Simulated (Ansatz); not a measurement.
HGa–C–O⁺, doublet in cc-pVDZ: errors against UCCSDT(Q)

Geometry: that of the HGa–C–O, triplet, kept fixed.

```xyz
4

Ga    0.0000   -0.0426    0.7222
C     0.0000    0.1356   -1.2030
O     0.0000    0.0054   -2.3455
H     0.0000    1.2439    1.6068
```

Basis cc-pVDZ; Ansatz 0.2.0. Only valence electrons are correlated (noble-gas cores and the filled d shells of p-block atoms frozen), which leaves 13 electrons in 44 orbitals. Prefix R: restricted or restricted open-shell reference; prefix U: unrestricted. Active spaces: frontier = (9e, 9o) about the gap. No spin–orbit coupling is included, and no scalar relativity.

Full CI isn't at hand for all of this; UCCSDT(Q) serves as the reference, and is uncertain by the last step of the cluster series or more. The frozen core follows each run's orbitals, which can shift R against U totals by a few meV for light atoms and by up to 0.1 eV past Ca.

The UHF ⟨S²⟩ is 0.763, the T1 diagnostic (RCCSD) is 0.0248 and the largest doubles amplitude (RCCSD) is 0.060. The T1 diagnostic (UCCSD) is 0.0223.

```
   level  E − E(UCCSDT(Q)) (kJ/mol)  wall time
     UHF                      968.0          –
    UMP2                       75.9          –
   UCCSD                       43.1          –
UCCSD(T)                        6.2      9.5 s
  UCCSDT                        4.1          –
```

Run but not shown, since their state, orbitals or frozen core can't be matched to the reference's or they repeat it: RHF, RMP2, RCCSD, RCCSD(T), BCCD(T), RCCSDT, RCCSDT(Q), CASSCF (frontier space), NEVPT2 (frontier space), MRCISD (frontier space), MRCISD+Q (frontier space), MRCISD+Q(relaxed) (frontier space).

Times hold each run's SCF and search for its determinant on a shared host, so for small cases they say little of a method's own cost; they ran on 1 thread of Arm Neoverse V1.
